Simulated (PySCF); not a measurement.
## Scalar relativity in Ar (argon, neutral)

[Ar], closed-shell 1S; UHF calculated with PySCF 2.14 in dyall-acv3z (19s12p6d4f, 113 functions), once non-relativistic with a point nucleus and once with spin-free X2C-1e and a Gaussian nucleus.

```
shell  ε non-rel. (eV)  ε X2C (eV)  rms r non-rel. (bohr, spins averaged)  rms r X2C (bohr, spins averaged)  change of radius (%)
   1s          -3227.6     -3240.6                                0.09980                           0.09913                 -0.67
   2s          -335.31     -337.67                                 0.4486                            0.4462                 -0.52
   2p          -260.46     -260.54                                 0.4175                            0.4168                 -0.18
   3s          -34.761     -35.007                                  1.533                             1.527                 -0.40
   3p          -16.084     -16.065                                  1.820                             1.819                 -0.03
```

The total energy goes from -526.8170 to -528.6318 hartree.

Ionisation energy, Ar [Ar] (1S) → Ar+ [Ne] 3s2 3p5 (2P) (eV):

```
                                method  non-relativistic  spin-free X2C   shift
                                   UHF            14.549         14.529  -0.020
                         MP2 (valence)            15.738         15.721  -0.017
                     SCS-MP2 (valence)            15.636         15.618  -0.017
                        CCSD (valence)            15.545         15.529  -0.016
                     CCSD(T) (valence)            15.603         15.587  -0.016
                                   LDA            15.989         15.971  -0.017
                                   PBE            15.704         15.686  -0.018
                                  PBE0            15.713         15.694  -0.019
                                r2SCAN            15.754         15.737  -0.016
                                revPBE            15.642         15.624  -0.018
    MP2 (valence and next inner shell)            15.765         15.747  -0.018
SCS-MP2 (valence and next inner shell)            15.658         15.640  -0.018
```

Relativity contracts and stabilises s shells directly. The contracted s shells screen the nucleus better, so for spin-averaged p shells the direct and indirect effects partly cancel.
